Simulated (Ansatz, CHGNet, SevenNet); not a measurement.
# Rock-salt SnTe (cubic form, which distorts at low temperature): properties by level of theory

Reference values: lattice constant a 6.316 Å (measured, room temperature, not corrected to a static lattice; as tabulated in Maiti et al. (2022), arXiv:2109.01420); formation enthalpy -0.315 ± 0.004 eV/atom (measured, 298 K, copied from a table, unchecked, no zero-point or thermal correction; as tabulated in Wang et al. (2021), doi:10.1038/s41598-021-94550-5).

```
level (code)     equilibrium lattice constant a (Å)  enthalpy of formation (eV/atom)
---------------  ----------------------------------  -------------------------------
CHGNet 0.3.0                                  6.416                           -0.466
SevenNet-0                                    6.409                           -0.329
PBE-D4 (Ansatz)                               6.306                           -0.288
```

Differences from the reference values (errors of the level alone only where the reference is corrected to a static lattice):

```
level         lattice constant a (%)  formation enthalpy (eV/atom)
------------  ----------------------  ----------------------------
CHGNet 0.3.0                   +1.58                        -0.151
SevenNet-0                     +1.47                        -0.014
PBE-D4                         -0.16                        +0.027
```

Nearest: lattice constant a, not ranked (reference at room or unstated temperature); formation enthalpy, not ranked (one source).

Machine-learned potentials (CHGNet 0.3.0, SevenNet-0) are trained on DFT data: a solid inside that data is no test of them.

Caveats: a distance lies near a switch of the dispersion term, which can move the cell (PBE-D4); symmetry holds this phase in the static calculation, where it need not be a minimum (PBE-D4); the energies of CHGNet 0.3.0 can hold anion corrections fitted to measured formation enthalpies (CHGNet 0.3.0). Ansatz's density-functional and Hartree–Fock values are scalar-relativistic unless marked +SOC, with PAW data made under PBE.

Differences are worked out from the printed values.

Computed values are for the static lattice.

Ansatz is a quantum-chemistry and plane-wave program.
